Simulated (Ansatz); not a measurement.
Relaxation of AlH5S (7 atoms, charge 0, multiplicity 1), to a largest force component of 0.03 eV/Å in at most 50 steps.

Level of theory: RKS r2SCAN-D4/6-31G in Ansatz 0.2.0.

```xyz
7
Properties=species:S:1:pos:R:3:forces:R:3
Al -1.416 0.016 0.011 -0.34 0.62 -0.52
S 2.079 -0.107 -0.621 0.02 0.20 -0.21
H -2.250 -0.447 -1.279 0.00 0.00 0.00
H -1.481 1.520 0.570 0.00 0.00 0.01
H 1.282 -0.837 0.225 0.00 -0.18 0.17
H -0.555 -1.018 0.784 0.30 -0.65 0.54
H 2.342 0.872 0.310 0.01 0.01 0.01
```

Where does it end, and by what steps?

The run converged. The force dipped under the threshold on the way, but the program's further checks kept it going. Limits of this set-up: no polarisation functions. After 19 steps the energy has fallen by 0.475 eV; H5 moved furthest, 0.92 Å. Joined: Al1–S2.

| step | energy less start (eV) | largest force component (eV/Å) | accepted |
| --- | --- | --- | --- |
| 0 | 0.0000 | 0.648 | yes |
| 1 | -0.0767 | 0.414 | yes |
| 2 | -0.1195 | 1.040 | yes |
| 3 | -0.2358 | 0.975 | yes |
| 4 | -0.3686 | 0.663 | yes |
| 5 | -0.4137 | 0.433 | yes |
| 6 | -0.4551 | 0.034 | yes |
| 7 | -0.4601 | 0.018 | yes |
| 8 | -0.4544 | 0.516 | no |
| 9 | -0.4629 | 0.147 | yes |
| 10 | -0.4645 | 0.174 | yes |
| 11 | -0.4654 | 0.226 | yes |
| 12 | -0.4689 | 0.175 | yes |
| 13 | -0.4725 | 0.044 | yes |
| 14 | -0.4737 | 0.007 | yes |
| 15 | -0.4714 | 0.242 | no |
| 16 | -0.4745 | 0.049 | yes |
| 17 | -0.4746 | 0.030 | yes |
| 18 | -0.4745 | 0.020 | no |
| 19 | -0.4747 | 0.006 | yes |

```xyz
7
Properties=species:S:1:pos:R:3
Al -1.173 0.071 0.062
S 1.402 0.249 -0.546
H -1.611 -0.609 -1.333
H -1.382 1.651 0.296
H 1.802 -1.066 -0.503
H -0.997 -0.880 1.357
H 1.960 0.585 0.666
```

Whether the end is a true minimum wasn't checked by a vibrational analysis.

Time of the run: 110 s on 1 CPU thread of a shared host.
